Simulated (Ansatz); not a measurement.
Geometry optimisation, RKS B3LYP/def2-SVP in Ansatz.

Input:

```yaml
crystal:
  periodic: [false, false, false]
  atoms:
    - { symbol: Si, position_ang: [-0.3054, 0.445, -0.9708] }
    - { symbol: Si, position_ang: [0.3349, -0.5051, 0.9748] }
    - { symbol: H, position_ang: [0.7807, 0.9443, -1.8016] }
    - { symbol: H, position_ang: [-1.0691, -0.4536, -1.8123] }
    - { symbol: H, position_ang: [-1.2073, 1.6681, -0.719] }
    - { symbol: H, position_ang: [1.1277, 0.4678, 1.8005] }
    - { symbol: H, position_ang: [1.2208, -1.6855, 0.6984] }
    - { symbol: H, position_ang: [-0.7902, -0.938, 1.7742] }
basis:
  gaussian: { orbitals: def2-SVP }
hamiltonian:
  xc: b3lyp
relax:
  f_tol: 0.015
  max_steps: 40
```

Launched with:

```bash
$ ansatz run input.yaml --threads 1 --pin off --max-ram 2048MiB --backend cpu --events-out ev --progress --plain --runs-dir out
```

Q: Where does it end, and by what steps?

A: The forces met the threshold. After 3 steps the energy has fallen by 0.150 eV; Si1 moved furthest, 0.07 Å.

```csv
step,energy less start (eV),largest force component (eV/Å),accepted
0,0.0000,1.574,yes
1,-0.1388,0.298,yes
2,-0.1484,0.032,yes
3,-0.1501,0.005,yes
```

```xyz
8
Properties=species:S:1:pos:R:3
Si -0.343 0.494 -1.013
Si 0.366 -0.509 0.999
H 0.835 0.958 -1.805
H -1.116 -0.484 -1.836
H -1.216 1.670 -0.724
H 1.147 0.467 1.815
H 1.231 -1.691 0.712
H -0.812 -0.962 1.796
```

Whether the end is a true minimum wasn't checked by a vibrational analysis.

Time of the run: 4.1 s on 1 thread of Intel(R) Xeon(R) 6975P-C (Granite Rapids) (shared host), peak memory 0.14 GiB.
